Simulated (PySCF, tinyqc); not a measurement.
Inside a calculation (part 1 of 2). Method: G0W0 on RHF in the sto-3g basis, for BH, spin multiplicity 1. The lowest restricted solution is unstable here: a spin-polarised one lies 0.0116 hartree lower (PySCF). Computed by tinyqc, a small Python program that keeps every step (integrals from PySCF). Settings: charge = 0, multiplicity = 1, basis = sto-3g, method = RHF, energy threshold = 1e-10, iteration cap = 80, orthogonalisation = canonical, start = atomic densities, DIIS depth = 6. Command: `OMP_NUM_THREADS=1 python tinyqc.py 29475 29476 out.jsonl` (the two numbers bound the seeds that draw the settings). One thread of a shared host (Intel(R) Xeon(R) Processor @ 2.60GHz), about 0.08 s of CPU time with the checks. Later iterations appear only in the table of the cycle.

## One-electron integrals

Geometry (angstrom):
```
atom         x         y         z
B     0.000000  0.000000  0.000000
H     0.000000  0.000000  1.191000
```

Basis sto-3g: exponents (1/bohr^2) and contraction coefficients of normalised primitives:
```
element  l (shell)   exponent  coefficient
B            s (1)  48.791113     0.154329
B            s (1)   8.887362     0.535328
B            s (1)   2.405267     0.444635
B            s (2)   2.236956    -0.099967
B            s (2)   0.519821     0.399513
B            s (2)   0.169062     0.700115
B            p (3)   2.236956     0.155916
B            p (3)   0.519821     0.607684
B            p (3)   0.169062     0.391957
H            s (1)   3.425251     0.154329
H            s (1)   0.623914     0.535328
H            s (1)   0.168855     0.444635
```

Overlap, kinetic and nuclear-attraction integrals over the contracted functions; the nuclear repulsion is the sum of Za Zb / Rab.

nuclear repulsion = 2.22156680 hartree

overlap S, order 1B 1s, 1B 2s, 1B 2px, 1B 2py, 1B 2pz, 2H 1s:
$$\begin{pmatrix}
1.000000 & 0.269328 & 0.000000 & 0.000000 & 0.000000 & 0.066344 \\
0.269328 & 1.000000 & 0.000000 & 0.000000 & 0.000000 & 0.475350 \\
0.000000 & 0.000000 & 1.000000 & 0.000000 & 0.000000 & 0.000000 \\
0.000000 & 0.000000 & 0.000000 & 1.000000 & 0.000000 & 0.000000 \\
0.000000 & 0.000000 & 0.000000 & 0.000000 & 1.000000 & 0.487823 \\
0.066344 & 0.475350 & 0.000000 & 0.000000 & 0.487823 & 1.000000
\end{pmatrix}$$

kinetic energy T (hartree), order 1B 1s, 1B 2s, 1B 2px, 1B 2py, 1B 2pz, 2H 1s:
$$\begin{pmatrix}
10.826302 & -0.047967 & 0.000000 & 0.000000 & 0.000000 & -0.014252 \\
-0.047967 & 0.359168 & 0.000000 & 0.000000 & 0.000000 & 0.088149 \\
0.000000 & 0.000000 & 1.123881 & 0.000000 & 0.000000 & 0.000000 \\
0.000000 & 0.000000 & 0.000000 & 1.123881 & 0.000000 & 0.000000 \\
0.000000 & 0.000000 & 0.000000 & 0.000000 & 1.123881 & 0.229376 \\
-0.014252 & 0.088149 & 0.000000 & 0.000000 & 0.229376 & 0.760032
\end{pmatrix}$$

nuclear attraction V (hartree), order 1B 1s, 1B 2s, 1B 2px, 1B 2py, 1B 2pz, 2H 1s:
$$\begin{pmatrix}
-23.591702 & -3.259028 & 0.000000 & 0.000000 & -0.018551 & -0.811613 \\
-3.259028 & -4.200246 & 0.000000 & 0.000000 & -0.161443 & -1.804611 \\
0.000000 & 0.000000 & -4.129672 & 0.000000 & 0.000000 & 0.000000 \\
0.000000 & 0.000000 & 0.000000 & -4.129672 & 0.000000 & 0.000000 \\
-0.018551 & -0.161443 & 0.000000 & 0.000000 & -4.250862 & -1.783895 \\
-0.811613 & -1.804611 & 0.000000 & 0.000000 & -1.783895 & -3.416071
\end{pmatrix}$$

core Hamiltonian H = T + V (hartree), order 1B 1s, 1B 2s, 1B 2px, 1B 2py, 1B 2pz, 2H 1s:
$$\begin{pmatrix}
-12.765399 & -3.306995 & 0.000000 & 0.000000 & -0.018551 & -0.825865 \\
-3.306995 & -3.841078 & 0.000000 & 0.000000 & -0.161443 & -1.716461 \\
0.000000 & 0.000000 & -3.005791 & 0.000000 & 0.000000 & 0.000000 \\
0.000000 & 0.000000 & 0.000000 & -3.005791 & 0.000000 & 0.000000 \\
-0.018551 & -0.161443 & 0.000000 & 0.000000 & -3.126981 & -1.554519 \\
-0.825865 & -1.716461 & 0.000000 & 0.000000 & -1.554519 & -2.656039
\end{pmatrix}$$

## Two-electron integrals

Functions are numbered as in S; the eight-fold symmetry (ij|kl) = (ji|kl) = (kl|ij) leaves the list below.

Two-electron integrals (ij|kl) in chemists' order, unique and non-zero (hartree):
```
(11|11) 2.923513   (21|11) 0.518376   (21|21) 0.109262   (22|11) 0.744229
(22|21) 0.193177   (22|22) 0.544804   (31|31) 0.020264   (32|31) 0.029996
(32|32) 0.120346   (33|11) 0.742491   (33|21) 0.193240   (33|22) 0.544682
(33|33) 0.586773   (41|41) 0.020264   (42|41) 0.029996   (42|42) 0.120346
(43|43) 0.031630   (44|11) 0.742491   (44|21) 0.193240   (44|22) 0.544682
(44|33) 0.523513   (44|44) 0.586773   (51|51) 0.020264   (52|51) 0.029996
(52|52) 0.120346   (53|53) 0.031630   (54|54) 0.031630   (55|11) 0.742491
(55|21) 0.193240   (55|22) 0.544682   (55|33) 0.523513   (55|44) 0.523513
(55|55) 0.586773   (61|11) 0.127501   (61|21) 0.026771   (61|22) 0.047444
(61|33) 0.047210   (61|44) 0.047210   (61|51) 0.001968   (61|52) 0.003597
(61|55) 0.047941   (61|61) 0.006772   (62|11) 0.285401   (62|21) 0.075107
(62|22) 0.230376   (62|33) 0.224013   (62|44) 0.224013   (62|51) 0.008290
(62|52) 0.048783   (62|55) 0.242894   (62|61) 0.019621   (62|62) 0.130141
(63|31) 0.007819   (63|32) 0.035727   (63|53) 0.009318   (63|63) 0.015068
(64|41) 0.007819   (64|42) 0.035727   (64|54) 0.009318   (64|64) 0.015068
(65|11) 0.259013   (65|21) 0.069109   (65|22) 0.223734   (65|33) 0.211788
(65|44) 0.211788   (65|51) 0.014470   (65|52) 0.079359   (65|55) 0.247393
(65|61) 0.019016   (65|62) 0.148339   (65|65) 0.180709   (66|11) 0.437213
(66|21) 0.117244   (66|22) 0.404862   (66|33) 0.380555   (66|44) 0.380555
(66|51) 0.016494   (66|52) 0.126199   (66|55) 0.453062   (66|61) 0.031334
(66|62) 0.285598   (66|65) 0.355085   (66|66) 0.774606
```

## Orthogonalisation

S = U s U^T; canonical form X = U s^(-1/2), so that X^T S X = 1. Each column of U has its largest component positive (the first on a tie).

eigenvalues of S: [0.306869, 0.796292, 1.000000, 1.000000, 1.167661, 1.729177]

X, order 1B 1s, 1B 2s, 1B 2px, 1B 2py, 1B 2pz, 2H 1s:
$$\begin{pmatrix}
0.249400 & 0.798339 & 0.000000 & 0.000000 & 0.590443 & 0.195850 \\
-0.947291 & -0.550519 & 0.000000 & 0.000000 & 0.413998 & 0.404668 \\
0.000000 & 0.000000 & 0.997907 & -0.064673 & 0.000000 & 0.000000 \\
0.000000 & 0.000000 & 0.064673 & 0.997907 & 0.000000 & 0.000000 \\
-0.872696 & 0.518239 & 0.000000 & 0.000000 & -0.548504 & 0.341049 \\
1.239983 & -0.216408 & 0.000000 & 0.000000 & -0.188517 & 0.509786
\end{pmatrix}$$

Within a degenerate level the vectors are fixed only up to a rotation; this is one choice.

## Starting guess

The start is atomic minimal-basis densities projected into this basis (PySCF's MINAO start) and scaled to the electron count of each spin; this density is not idempotent, so its energy is not variational and may lie below the converged one.

D at the start, order 1B 1s, 1B 2s, 1B 2px, 1B 2py, 1B 2pz, 2H 1s:
$$\begin{pmatrix}
2.177754 & -0.554427 & 0.000000 & 0.000000 & 0.020454 & -0.042309 \\
-0.554427 & 2.070136 & 0.000000 & 0.000000 & -0.064054 & 0.155223 \\
0.000000 & 0.000000 & 0.320775 & 0.000000 & 0.000000 & 0.000000 \\
0.000000 & 0.000000 & 0.000000 & 0.320775 & 0.000000 & 0.000000 \\
0.020454 & -0.064054 & 0.000000 & 0.000000 & 0.282871 & 0.048393 \\
-0.042309 & 0.155223 & 0.000000 & 0.000000 & 0.048393 & 0.937163
\end{pmatrix}$$

## Iteration 1: building the Fock matrix

J_ij = sum D_kl (ij|kl), K_ij = sum D_kl (ik|jl); F = H + J - 0.5 K; E = tr D H + tr D J / 2 - 0.25 tr D K + E_nn.

Coulomb J (hartree), order 1B 1s, 1B 2s, 1B 2px, 1B 2py, 1B 2pz, 2H 1s:
$$\begin{pmatrix}
8.531541 & 1.723896 & 0.000000 & 0.000000 & 0.016251 & 0.426389 \\
1.723896 & 3.506457 & 0.000000 & 0.000000 & 0.126599 & 1.542424 \\
0.000000 & 0.000000 & 3.477182 & 0.000000 & 0.000000 & 0.000000 \\
0.000000 & 0.000000 & 0.000000 & 3.477182 & 0.000000 & 0.000000 \\
0.016251 & 0.126599 & 0.000000 & 0.000000 & 3.551981 & 1.541576 \\
0.426389 & 1.542424 & 0.000000 & 0.000000 & 1.541576 & 2.863376
\end{pmatrix}$$

exchange K (hartree), order 1B 1s, 1B 2s, 1B 2px, 1B 2py, 1B 2pz, 2H 1s:
$$\begin{pmatrix}
6.040867 & 1.108109 & 0.000000 & 0.000000 & 0.022387 & 0.303105 \\
1.108109 & 1.454657 & 0.000000 & 0.000000 & 0.155607 & 0.854856 \\
0.000000 & 0.000000 & 0.492767 & 0.000000 & 0.000000 & 0.000000 \\
0.000000 & 0.000000 & 0.000000 & 0.492767 & 0.000000 & 0.000000 \\
0.022387 & 0.155607 & 0.000000 & 0.000000 & 0.662983 & 0.559831 \\
0.303105 & 0.854856 & 0.000000 & 0.000000 & 0.559831 & 1.151269
\end{pmatrix}$$

Fock matrix F (hartree), order 1B 1s, 1B 2s, 1B 2px, 1B 2py, 1B 2pz, 2H 1s:
$$\begin{pmatrix}
-7.254292 & -2.137153 & 0.000000 & 0.000000 & -0.013494 & -0.551028 \\
-2.137153 & -1.061949 & 0.000000 & 0.000000 & -0.112648 & -0.601465 \\
0.000000 & 0.000000 & 0.225007 & 0.000000 & 0.000000 & 0.000000 \\
0.000000 & 0.000000 & 0.000000 & 0.225007 & 0.000000 & 0.000000 \\
-0.013494 & -0.112648 & 0.000000 & 0.000000 & 0.093508 & -0.292858 \\
-0.551028 & -0.601465 & 0.000000 & 0.000000 & -0.292858 & -0.368298
\end{pmatrix}$$

total energy of this density = -24.74623478 hartree

This density is the starting one; it is not idempotent, so its energy is not variational and may lie below the converged one.

## Iteration 1: diagonalisation and new density

Diagonalise F' = X^T F X, C = X C', fill 3 alpha and 3 beta electrons from the bottom; D = 2 C_occ C_occ^T. Each column has its largest component positive (the first on a tie).

F' = X^T F X (hartree):
$$\begin{pmatrix}
0.636211 & -0.495087 & 0.000000 & 0.000000 & -0.197949 & -0.158531 \\
-0.495087 & -2.893016 & 0.000000 & 0.000000 & -3.148474 & -1.343217 \\
0.000000 & 0.000000 & 0.225007 & 0.000000 & 0.000000 & 0.000000 \\
0.000000 & 0.000000 & 0.000000 & 0.225007 & 0.000000 & 0.000000 \\
-0.197949 & -3.148474 & 0.000000 & 0.000000 & -3.524916 & -1.800825 \\
-0.158531 & -1.343217 & 0.000000 & 0.000000 & -1.800825 & -1.368669
\end{pmatrix}$$

orbital energies (hartree): MO1 -7.259784, MO2 -0.596038, MO3 -0.036572, MO4 0.225007, MO5 0.225007, MO6 0.742005

coefficients C, order 1B 1s, 1B 2s, 1B 2px, 1B 2py, 1B 2pz, 2H 1s:
$$\begin{pmatrix}
0.991438 & -0.243554 & -0.171096 & 0.000000 & 0.000000 & 0.122404 \\
0.031602 & 0.705795 & 0.724222 & 0.000000 & 0.000000 & -0.715499 \\
0.000000 & 0.000000 & 0.000000 & 0.984860 & -0.173349 & 0.000000 \\
0.000000 & 0.000000 & 0.000000 & 0.173349 & 0.984860 & 0.000000 \\
0.004631 & 0.111874 & -0.540658 & 0.000000 & 0.000000 & -1.068874 \\
-0.005267 & 0.439980 & -0.543974 & 0.000000 & 0.000000 & 1.179107
\end{pmatrix}$$

D after iteration 1, order 1B 1s, 1B 2s, 1B 2px, 1B 2py, 1B 2pz, 2H 1s:
$$\begin{pmatrix}
2.143085 & -0.528957 & 0.000000 & 0.000000 & 0.139696 & -0.038619 \\
-0.528957 & 2.047286 & 0.000000 & 0.000000 & -0.624901 & -0.167177 \\
0.000000 & 0.000000 & 0.000000 & 0.000000 & 0.000000 & 0.000000 \\
0.000000 & 0.000000 & 0.000000 & 0.000000 & 0.000000 & 0.000000 \\
0.139696 & -0.624901 & 0.000000 & 0.000000 & 0.609698 & 0.686604 \\
-0.038619 & -0.167177 & 0.000000 & 0.000000 & 0.686604 & 0.979035
\end{pmatrix}$$

Within a degenerate level the vectors are fixed only up to a rotation; this is one choice.

## Iteration 7 (converged): orbitals

converged F (hartree), order 1B 1s, 1B 2s, 1B 2px, 1B 2py, 1B 2pz, 2H 1s:
$$\begin{pmatrix}
-7.332528 & -2.144033 & 0.000000 & 0.000000 & -0.023419 & -0.544397 \\
-2.144033 & -1.029173 & 0.000000 & 0.000000 & -0.065184 & -0.555413 \\
0.000000 & 0.000000 & 0.270259 & 0.000000 & 0.000000 & 0.000000 \\
0.000000 & 0.000000 & 0.000000 & 0.270259 & 0.000000 & 0.000000 \\
-0.023419 & -0.065184 & 0.000000 & 0.000000 & -0.136520 & -0.419872 \\
-0.544397 & -0.555413 & 0.000000 & 0.000000 & -0.419872 & -0.426418
\end{pmatrix}$$

As before.

F' = X^T F X (hartree):
$$\begin{pmatrix}
0.653058 & -0.484059 & 0.000000 & 0.000000 & -0.199825 & -0.167738 \\
-0.484059 & -2.989524 & 0.000000 & 0.000000 & -3.107879 & -1.439865 \\
0.000000 & 0.000000 & 0.270259 & 0.000000 & 0.000000 & 0.000000 \\
0.000000 & 0.000000 & 0.000000 & 0.270259 & 0.000000 & 0.000000 \\
-0.199825 & -3.107879 & 0.000000 & 0.000000 & -3.671267 & -1.711094 \\
-0.167738 & -1.439865 & 0.000000 & 0.000000 & -1.711094 & -1.421319
\end{pmatrix}$$

orbital energies (hartree): MO1 -7.337325, MO2 -0.585653, MO3 -0.245715, MO4 0.270259, MO5 0.270259, MO6 0.739642

coefficients C, order 1B 1s, 1B 2s, 1B 2px, 1B 2py, 1B 2pz, 2H 1s:
$$\begin{pmatrix}
0.992084 & -0.206063 & -0.203595 & 0.000000 & 0.000000 & 0.135579 \\
0.029996 & 0.565018 & 0.794562 & 0.000000 & 0.000000 & -0.764270 \\
0.000000 & 0.000000 & 0.000000 & 0.997601 & -0.069226 & 0.000000 \\
0.000000 & 0.000000 & 0.000000 & 0.069226 & 0.997601 & 0.000000 \\
0.006822 & 0.226489 & -0.581399 & 0.000000 & 0.000000 & -1.028578 \\
-0.007576 & 0.519604 & -0.368361 & 0.000000 & 0.000000 & 1.214115
\end{pmatrix}$$

D after iteration 7, order 1B 1s, 1B 2s, 1B 2px, 1B 2py, 1B 2pz, 2H 1s:
$$\begin{pmatrix}
2.136287 & -0.496879 & 0.000000 & 0.000000 & 0.156934 & -0.079182 \\
-0.496879 & 1.902948 & 0.000000 & 0.000000 & -0.667566 & 0.001345 \\
0.000000 & 0.000000 & 0.000000 & 0.000000 & 0.000000 & 0.000000 \\
0.000000 & 0.000000 & 0.000000 & 0.000000 & 0.000000 & 0.000000 \\
0.156934 & -0.667566 & 0.000000 & 0.000000 & 0.778736 & 0.663594 \\
-0.079182 & 0.001345 & 0.000000 & 0.000000 & 0.663594 & 0.811471
\end{pmatrix}$$

Within a degenerate level the vectors are fixed only up to a rotation; this is one choice.

## Convergence

Stop when the energy changes by less than 1e-10 hartree and every element of the error matrix X^T (F D S - S D F) X is below 3e-06.

Course of the cycle:
```
iteration   E (hartree)     change  largest element of the error matrix
1          -24.74623478          -                             5.00e-01
2          -24.74484789   1.39e-03                             6.89e-02
3          -24.75240313  -7.56e-03                             2.00e-02
4          -24.75272091  -3.18e-04                             3.00e-03
5          -24.75272825  -7.34e-06                             3.31e-05
6          -24.75272825  -1.31e-09                             1.59e-06
7          -24.75272825  -2.47e-12                             8.47e-09
```

PySCF RHF in the same basis = -24.75272825 hartree

Converged in 7 iterations.

## Populations, bond orders and dipole

Mulliken: Z minus the diagonal of D S on the atom; Loewdin: the same with S^(1/2) D S^(1/2); Mayer order: 2 sum_s sum (D(s) S)_ij (D(s) S)_ji over the two atoms.

Charges (e):
```
atom   Mulliken    Loewdin
1B     0.130574   0.110552
2H    -0.130574  -0.110552
```

Mayer bond orders:
```
pair     order
2-1   0.982951
```

dipole moment about the origin, x y z (debye): [0.000000, 0.000000, 1.032618]

## Integrals over molecular orbitals

(pq|rs) = sum C_ip C_jq C_kr C_ls (ij|kl), one index at a time.

one-electron integrals over orbitals h = C^T H C (hartree):
$$\begin{pmatrix}
-12.751633 & 0.261773 & 0.244782 & 0.000000 & 0.000000 & -0.155221 \\
0.261773 & -3.112208 & -0.122771 & 0.000000 & 0.000000 & 0.467261 \\
0.244782 & -0.122771 & -2.941761 & 0.000000 & 0.000000 & -0.195624 \\
0.000000 & 0.000000 & 0.000000 & -3.005791 & 0.000000 & 0.000000 \\
0.000000 & 0.000000 & 0.000000 & 0.000000 & -3.005791 & 0.000000 \\
-0.155221 & 0.467261 & -0.195624 & 0.000000 & 0.000000 & -2.468870
\end{pmatrix}$$

Two-electron integrals over orbitals (pq|rs), unique and non-zero (hartree):
```
(11|11) 2.890482    (21|11) -0.226486   (21|21) 0.029542    (22|11) 0.598155
(22|21) -0.000486   (22|22) 0.591715    (31|11) -0.217961   (31|21) 0.023245
(31|22) -0.019607   (31|31) 0.034498    (32|11) 0.085132    (32|21) -0.008179
(32|22) -0.073510   (32|31) 0.003048    (32|32) 0.062717    (33|11) 0.695778
(33|21) -0.015877   (33|22) 0.415394    (33|31) 0.004213    (33|32) 0.049263
(33|33) 0.570915    (41|41) 0.021705    (42|41) 0.018979    (42|42) 0.059482
(43|41) 0.018716    (43|42) 0.042956    (43|43) 0.064100    (44|11) 0.741986
(44|21) -0.008791   (44|22) 0.461290    (44|31) -0.007461   (44|32) 0.042838
(44|33) 0.507393    (44|44) 0.586773    (51|51) 0.021705    (52|51) 0.018979
(52|52) 0.059482    (53|51) 0.018716    (53|52) 0.042956    (53|53) 0.064100
(54|54) 0.031630    (55|11) 0.741986    (55|21) -0.008791   (55|22) 0.461290
(55|31) -0.007461   (55|32) 0.042838    (55|33) 0.507393    (55|44) 0.523513
(55|55) 0.586773    (61|11) 0.144073    (61|21) -0.023617   (61|22) -0.012976
(61|31) -0.005593   (61|32) 0.012138    (61|33) 0.023751    (61|44) 0.004152
(61|55) 0.004152    (61|61) 0.029526    (62|11) -0.186254   (62|21) 0.003232
(62|22) 0.005303    (62|31) 0.011348    (62|32) -0.051899   (62|33) -0.035304
(62|44) -0.091323   (62|55) -0.091323   (62|61) 0.004946    (62|62) 0.122005
(63|11) 0.085288    (63|21) -0.004325   (63|22) -0.054496   (63|31) 0.007170
(63|32) 0.053065    (63|33) 0.076548    (63|44) 0.038386    (63|55) 0.038386
(63|61) 0.010891    (63|62) -0.052566   (63|63) 0.073058    (64|41) -0.011947
(64|42) -0.036878   (64|43) -0.014413   (64|64) 0.033124    (65|51) -0.011947
(65|52) -0.036878   (65|53) -0.014413   (65|65) 0.033124    (66|11) 0.676037
(66|21) -0.004223   (66|22) 0.583427    (66|31) -0.019200   (66|32) -0.062733
(66|33) 0.457087    (66|44) 0.477431    (66|55) 0.477431    (66|61) -0.008664
(66|62) 0.016535    (66|63) -0.042133   (66|66) 0.616208
```

## Screening: direct RPA

With D = e_a - e_i and K = (ia|jb): diagonalise D^(1/2) (D + 4K) D^(1/2) = Z w^2 Z^T; X + Y = D^(1/2) Z w^(-1/2), each column of Z with its largest component positive (the first on a tie); E_c = (sum w - tr (D + 2K)) / 2.

D^(1/2) (D + 4K) D^(1/2) (hartree^2):
```
           1>4        1>5        1>6       2>4       2>5        2>6       3>4       3>5
1>4  58.535840   0.000000   0.000000  0.193721  0.000000   0.000000  0.148325  0.000000
1>5   0.000000  58.535840   0.000000  0.000000  0.193721   0.000000  0.000000  0.148325
1>6   0.000000   0.000000  66.191310  0.000000  0.000000   0.064729  0.000000  0.000000
2>4   0.193721   0.000000   0.000000  0.936232  0.000000   0.000000  0.114185  0.000000
2>5   0.000000   0.193721   0.000000  0.000000  0.936232   0.000000  0.000000  0.114185
2>6   0.000000   0.000000   0.064729  0.000000  0.000000   2.403174  0.000000  0.000000
3>4   0.148325   0.000000   0.000000  0.114185  0.000000   0.000000  0.398525  0.000000
3>5   0.000000   0.148325   0.000000  0.000000  0.114185   0.000000  0.000000  0.398525
3>6   0.000000   0.000000   0.122896  0.000000  0.000000  -0.240282  0.000000  0.000000

           3>6
1>4   0.000000
1>5   0.000000
1>6   0.122896
2>4   0.000000
2>5   0.000000
2>6  -0.240282
3>4   0.000000
3>5   0.000000
3>6   1.258882
```

excitation energies w (hartree): [0.612443, 0.612443, 0.979101, 0.979101, 1.100092, 1.565745, 7.650939, 7.650939, 8.135822]

X + Y:
```
             1          2          3          4          5          6         7         8
1>4  -0.000029  -0.006475  -0.010619   0.000056   0.000000   0.000000  0.000000  0.997154
1>5  -0.006475   0.000029  -0.000056  -0.010619   0.000000   0.000000  0.997154  0.000000
1>6   0.000000   0.000000   0.000000   0.000000  -0.005557  -0.001396  0.000000  0.000000
2>4  -0.001038  -0.235002   0.916299  -0.004802   0.000000   0.000000  0.000000  0.001127
2>5  -0.235002   0.001038   0.004802   0.916299   0.000000   0.000000  0.001127  0.000000
2>6   0.000000   0.000000   0.000000   0.000000   0.216836   0.901884  0.000000  0.000000
3>4   0.003972   0.899542   0.144301  -0.000756   0.000000   0.000000  0.000000  0.000664
3>5   0.899542  -0.003972   0.000756   0.144301   0.000000   0.000000  0.000664  0.000000
3>6   0.000000   0.000000   0.000000   0.000000   0.927762  -0.156722  0.000000  0.000000

            9
1>4  0.000000
1>5  0.000000
1>6  0.996374
2>4  0.000000
2>5  0.000000
2>6  0.000407
3>4  0.000000
3>5  0.000000
3>6  0.000657
```

RPA correlation energy = -0.04513099 hartree

Within a degenerate level the vectors are fixed only up to a rotation; this is one choice.

## G0W0 on Hartree-Fock: HOMO

W(p,q,m) = sqrt2 sum_ia (pq|ia) (X+Y)_ia,m; Sigma_c(x) = sum_(i,m) W^2/(x - e_i + w_m) + sum_(a,m) W^2/(x - e_a - w_m); solve x = e_p + Sigma_c(x) by Newton steps; Z = 1/(1 - dSigma/dx); 1 hartree = 27.211386 eV.

The 12 largest terms at x = e_p (hartree; W for the signs of X + Y given):
```
q  m          W       term
3  5   0.089423   0.007269
5  1   0.067097  -0.003990
4  2   0.067097  -0.003990
2  6  -0.077980   0.003191
4  3   0.068464  -0.003135
5  4   0.068464  -0.003135
6  5   0.079651  -0.003042
6  6  -0.083260  -0.002717
3  6  -0.062042   0.002458
2  5   0.053613   0.001996
3  9   0.033518   0.000138
5  7   0.026522  -0.000086
```

Newton steps (hartree):
```
step          x  Sigma_c(x)         Z
0     -0.245715   -0.005077  0.975536
1     -0.250668   -0.004953  0.975548
2     -0.250668   -0.004953  0.975548
```

quasiparticle energy of the HOMO = -6.821028 eV

Hartree-Fock value = -6.686253 eV
